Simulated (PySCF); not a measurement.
**J couplings in Hydroxyfluoroborane**

Molfile (atoms numbered from 1):
```
BFH2O
     RDKit          3D

  5  4  0  0  0  0  0  0  0  0999 V2000
    0.8803   -0.4715   -0.0272 O   0  0  0  0  0  0  0  0  0  0  0  0
   -0.3812   -0.0107   -0.0199 B   0  0  0  0  0  0  0  0  0  0  0  0
   -1.3544   -0.8985   -0.1357 F   0  0  0  0  0  0  0  0  0  0  0  0
    1.5361    0.2254    0.0650 H   0  0  0  0  0  0  0  0  0  0  0  0
   -0.6636    1.1610    0.0835 H   0  0  0  0  0  0  0  0  0  0  0  0
  1  2  1  0
  2  3  1  0
  1  4  1  0
  2  5  1  0
M  END
```

Couplings: B3LYP/pcJ-1 in PySCF 2.14.0 with density-fitted response routines, geometry PBE0-D3(BJ)/def2-SVP; gas phase, one conformer, non-relativistic. Couplings are averaged over pairs made equivalent by symmetry, fast rotation or ring inversion, so a value needn't be that of the named pair in this geometry, while other rotamers aren't included; one pair stands for each set, and the list holds those of at least 1.5 Hz over up to four bonds.

Isotopes: ¹¹B, ¹H, ¹⁹F, ¹⁷O. Couplings to quadrupolar nuclei such as 17O and 33S are rarely resolved in practice.

```tsv
pair	bonds	J (Hz)
O1, B2	1	-14.1
O1, H4	1	-86.0
B2, F3	1	-124.8
B2, H5	1	?
O1, F3	2	-21.8
O1, H5	2	?
F3, H5	2	102.0
F3, H4	3	30.0
```

Estimate the withheld couplings, with signs.

## Answers


- ¹J(B2,H5) = 185.1 Hz (bond length 1.210 Å)
- ²J(O1,H5) = -6.2 Hz (angle at B2 124°)
